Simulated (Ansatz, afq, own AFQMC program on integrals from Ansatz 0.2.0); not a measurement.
Two steps: Ansatz 0.2.0 writes the Fock matrix and Cholesky factors of the valence space, and afq projects on them the lowest state that overlaps trial and start.

```yaml
crystal:
  periodic: [false, false, false]
  atoms:
    - {symbol: N, position_ang: [-0.136391, -0.031601, -0.049187]}
    - {symbol: H, position_ang: [-0.433671, 0.936233, -0.049186]}
    - {symbol: H, position_ang: [-0.433670, -0.433900, 0.831073]}
    - {symbol: H, position_ang: [0.876070, -0.031600, -0.049187]}
    - {symbol: H, position_ang: [1.886609, -0.031600, -0.049187]}
basis:
  gaussian: {orbitals: cc-pVTZ}
magnetization: {spin_polarized: true, initial_magnetization: 1}
correlation: {method: ccsd_t, electrons: outside_noble_gas, hamiltonian_folder: ham}
```

```sh
$ ansatz run in.yaml --threads 1 --pin off --events-out ev --progress --plain --max-ram 15360MiB --backend cuda --devices 0, --max-vram 18GiB
```

Options of the walk:

```
--method phaseless --trial cisd --walkers 1800 --populations 20 --least-time 60 --time-step 0.005 --steps-per-block 50 --equilibration-blocks 28 --max-blocks 4000 --target-error 0.00018 --factor-cut 1e-05 --start spin_pure --seed 2765 --release-times 0.24,0.51,0.99,1.62,2.4 --release-step 0.03 --release-every 3 --taylor-order 6
```

Times are imaginary, in 1/Eh. The walk had a cap of 243 s. With eight or more populations the least sampling time is a fifth of least-time, and the error comes from their spread.

Output of the walk:

```
orbitals 85  electrons 5 4  factors 475 of 475
reference energy -56.68190540 Eh
CCSD correlation -0.25853756 Eh in 11 cycles, weight of the determinant in the CISD state 0.9227
energy of the start -56.940088 Eh
 block  time / (1/Eh)  mean weight  energy / Eh
     1     0.250  0.9998  -56.940608
     2     0.500  0.9997  -56.943334
     3     0.750  0.9996  -56.945483
     4     1.000  1.0002  -56.947710
     5     1.250  1.0002  -56.948822
     7     1.750  1.0000  -56.948423
     9     2.250  0.9998  -56.950030
    11     2.750  0.9999  -56.949582
    15     3.750  0.9999  -56.948961
    19     4.750  0.9999  -56.949550
    23     5.750  0.9993  -56.948731
    27     6.750  1.0000  -56.949331
    31     7.750  0.9997  -56.948582
    35     8.750  1.0000  -56.950450
    39     9.750  1.0002  -56.950312
    43    10.750  1.0001  -56.947823
    47    11.750  1.0005  -56.950025
    51    12.750  0.9997  -56.949664
    55    13.750  0.9997  -56.949372
    59    14.750  0.9998  -56.949987
    63    15.750  0.9999  -56.949241
    67    16.750  0.9996  -56.949113
    69    17.250  1.0004  -56.947679
    71    17.750  0.9996  -56.950693
    75    18.750  1.0007  -56.949441
    79    19.750  0.9997  -56.950300
    83    20.750  0.9996  -56.949926
    87    21.750  1.0001  -56.948654
    91    22.750  1.0007  -56.949480
    95    23.750  0.9999  -56.951665
    99    24.750  1.0002  -56.951065
   101    25.250  0.9997  -56.951986
   103    25.750  1.0002  -56.949255
   107    26.750  0.9999  -56.948029
error from the spread of 20 populations
released: time / (1/Eh)  energy / Eh  error  mean overlap
  0.24  -56.949552  0.000153  0.9958
  0.51  -56.949594  0.000143  0.9940
  0.99  -56.949682  0.000123  0.9809
  1.62  -56.949593  0.000150  0.9690
  2.40  -56.949680  0.000120  0.9530
energy -56.949682 +/- 0.000165 Eh
(rows thinned)
```

The run passed its tests (sampling time, drift between the halves within three errors, error under three times the target), which doesn't prove that it has relaxed.

Against this walk (error 4.5 meV) on the same determinant: CCSD(T) 22.7 meV higher, CCSDT(Q) 4.8 meV higher (within the noise). The error is statistical and leaves out the bias of the constraint. Released to 2.40 1/Eh the energy moves by 0 ± 6 meV (both errors), within twice the noise.

Cautions: constraint bias not in the error.

The walk took 69 s on 1 × NVIDIA H100 80GB HBM3 with 2 threads of AMD EPYC 7R13 Processor (Zen 3), with other jobs on the host (the card was shared). The log's last line is the phaseless energy.

CCSDT and higher add their correlation energy to the determinant of the CCSD(T) run, since their own runs factorise the integrals more tightly (a shift of under 2 meV). A walk keeps the symmetry of its determinant, which the program's search chose and which needn't be the lowest solution, so a lower state of the same spin and another symmetry isn't excluded.
